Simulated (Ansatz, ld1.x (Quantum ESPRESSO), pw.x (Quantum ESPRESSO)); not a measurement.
carbon: does the TM potential hold in the solid?

C (Z = 6), norm-conserving Troullier–Martins (Kleinman–Bylander form), made with ld1.x (Quantum ESPRESSO) 7.5 (PBEsol, scalar-relativistic). Core [He], reference 2s2 2p2. Waves: 2s (bound): rc 1.30 bohr; 2p (bound): rc 2.05 bohr; 3d channel at 0.3 Ry: rc 2.05 bohr. Local part: all-electron potential smoothed inside 2.05 bohr (lloc = -1). Core correction: a·sin(br)/r model core, default radius (core density twice the valence density).

Atomic tests: cutoffs needed: 35 Ry and 80 Ry (the cutoffs (Ry, on a coarse ladder) from which the occupation-weighted sum of valence levels, in a spherical-Bessel basis at the reference potential, stays within 10 and 1 mRy of its value at 400 Ry); ghost test: no extra level below or beside the all-electron valence levels (s, p, d, f tested) (spherical-Bessel basis up to 400 Ry, 20 bohr box); largest excitation error: +436 meV (all-electron minus pseudo) for 2s1 2p0, out of 7 test configurations.

Crystal test: sc C in pw.x 7.5, no spin, 18³ k-points, Fermi–Dirac smearing 0.01 Ry, cutoffs 100/400 Ry. The reference is all-electron LAPW (Ansatz 0.2.0) with the same functional, mesh and smearing; V0 and B0 come from Birch–Murnaghan fits to the pressures at five volumes. Errors are pseudo minus all-electron; Δ is the rms difference of the E(V) curves that follow from these fits, minima aligned, over ±6 % about the mean V0. Mesh and smearing are coarse, so the numbers serve the comparison and aren't converged zero-temperature values; the lattice is a test structure that the element need not adopt.

All-electron: a0 = 1.764 Å (V0 = 5.49 Å³/atom), B0 = 347.6 GPa.

Task: How far does the potential miss the all-electron equation of state?

Result: mean pressure error (GPa): +4.82; a0 (Å): 1.772; a0 error (%): +0.48; B0 error (%): -4.7; Δ (meV/atom): 5.8. The largest radius (2.05 bohr) exceeds half the bond length (1.65 bohr), so the spheres overlap, which is one possible source of error among others.

| V (Å³/atom) | P all-electron (GPa) | P pseudo (GPa) |
| --- | --- | --- |
| 5.045 | 33.61 | 38.34 |
| 5.177 | 22.19 | 26.95 |
| 5.310 | 11.95 | 16.81 |
| 5.443 | 2.74 | 7.61 |
| 5.575 | -5.50 | -0.65 |

Task: At the middle volume, how do free energy and pressure move when the wave cutoff is lowered (ecutrho kept at four times it)?

Result:

```tsv
cutoff (Ry)	shift of F (meV/atom)	shift of P (GPa)
45	+52.1	-0.81
60	+36.4	-1.82
80	+8.9	-1.68
```

Input at the middle volume:

```
&control
  calculation='scf', prefix='x', pseudo_dir='./', outdir='./tmp', tstress=.true., disk_io='none'
/
&system
  ibrav=0, nat=1, ntyp=1, ecutwfc=100, ecutrho=400, nbnd=9,
  occupations='smearing', smearing='fd', degauss=0.01
/
&electrons
  conv_thr=1e-09, mixing_beta=0.4, electron_maxstep=70
/
ATOMIC_SPECIES
C 1.0 C.UPF
CELL_PARAMETERS angstrom
  1.74460926 0.00000000 0.00000000
  0.00000000 1.74460926 0.00000000
  0.00000000 0.00000000 1.74460926
ATOMIC_POSITIONS crystal
C 0.0000 0.0000 0.0000
K_POINTS automatic
18 18 18 0 0 0
```

```bash
pw.x < C.scf.in > C.scf.out
```

Lines of the output:

```
Message from routine setup:
     using ibrav=0 with symmetry is DISCOURAGED, use correct ibrav instead
     lattice parameter (alat)  =       3.2968  a.u.
     unit-cell volume          =      35.8337 (a.u.)^3
     number of electrons       =         4.00
     number of Kohn-Sham states=            9
     kinetic-energy cutoff     =     100.0000  Ry
     charge density cutoff     =     400.0000  Ry
     scf convergence threshold =      1.0E-09
     Exchange-correlation= PBESOL
     number of k points=   220  Fermi-Dirac smearing, width (Ry)=  0.0100
     iteration #  1     ecut=   100.00 Ry     beta= 0.40
     total energy              =     -12.13602102 Ry
     estimated scf accuracy    <       0.00853457 Ry
     iteration #  2     ecut=   100.00 Ry     beta= 0.40
     total energy              =     -12.13548248 Ry
     estimated scf accuracy    <       0.00263799 Ry
     iteration #  3     ecut=   100.00 Ry     beta= 0.40
     total energy              =     -12.13557741 Ry
     estimated scf accuracy    <       0.00001523 Ry
     iteration #  4     ecut=   100.00 Ry     beta= 0.40
     total energy              =     -12.13557891 Ry
     estimated scf accuracy    <       0.00000034 Ry
     iteration #  5     ecut=   100.00 Ry     beta= 0.40
     total energy              =     -12.13557901 Ry
     estimated scf accuracy    <          3.3E-09 Ry
     iteration #  6     ecut=   100.00 Ry     beta= 0.40
     the Fermi energy is    15.7718 ev
!    total energy              =     -12.13557901 Ry
     estimated scf accuracy    <          4.5E-10 Ry
     smearing contrib. (-TS)   =      -0.00147473 Ry
     The total energy is F=E-TS. E is the sum of the following terms:
     one-electron contribution =       5.80254917 Ry
     hartree contribution      =       0.37183713 Ry
     xc contribution           =      -4.53868480 Ry
     ewald contribution        =     -13.76980578 Ry
     convergence has been achieved in   6 iterations
          total   stress  (Ry/bohr**3)                   (kbar)     P=      168.12
     Message from routine punch:
     Nothing written, as per user request (disk_io='none')
```

The run at the middle volume (220 k-points, 6 iterations) took about 12 s on one core of a shared host (Neoverse-V1, 32 threads, 247 GiB, load 9).
